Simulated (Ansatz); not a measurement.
Forces on a displaced structure

CH₆NSi (SMILES N[CH+][SiH3]) (charge +1), closed shell, displaced at random from a GFN2-xTB minimum.

N1  (-0.685, 0.788, -1.015)
C2  (0.037, 0.723, -0.081)
Si3  (0.646, -0.970, 0.815)
H4  (-1.203, -0.105, -1.438)
H5  (-1.107, 1.611, -1.516)
H6  (0.405, 1.504, 0.264)
H7  (2.046, -1.070, 0.528)
H8  (-0.342, -1.900, 0.095)
H9  (0.140, -0.612, 2.208)
(Å)

Program: Ansatz 0.2.0. Basis: def2-TZVPP. Cores are frozen in the correlated methods.

CCSD(T) forces from the calculation:
| atom | Fx | Fy | Fz (eV/Å) |
| --- | --- | --- | --- |
| N1 | -8.403 | -1.659 | -8.874 |
| C2 | 2.965 | -8.055 | 3.879 |
| Si3 | -2.843 | 0.752 | -0.132 |
| H4 | 1.719 | 2.039 | 1.224 |
| H5 | 1.083 | -0.340 | 0.968 |
| H6 | 3.233 | 7.611 | 3.097 |
| H7 | 0.715 | -0.161 | -0.007 |
| H8 | 0.899 | 0.266 | 0.503 |
| H9 | 0.632 | -0.453 | -0.658 |

Q: Which atom feels the largest CCSD(T) force, and how large is it?

A: N1, 12.33 eV/Å, along (-0.68, -0.13, -0.72).

Root-mean-square difference of the force components from those of CCSD(T): PBE0-D4 0.262; wB97M-V 0.187; r2SCAN-D4 0.229; PBE-D4 0.260; CAM-B3LYP-D4 0.271; wB97X-V 0.140 eV/Å.

T1 diagnostic: at most 0.013. These are differences at one structure, and CCSD(T) in triple zeta is itself an approximation.

For scale, one of the runs: CCSD(T)/def2-TZVPP forces, 188 basis functions (an equivalent command: `ansatz run in.yaml --threads 4`). Time: 51 s of wall clock on 4 CPU threads; the host was shared. Peak host memory: 3.9 GiB.
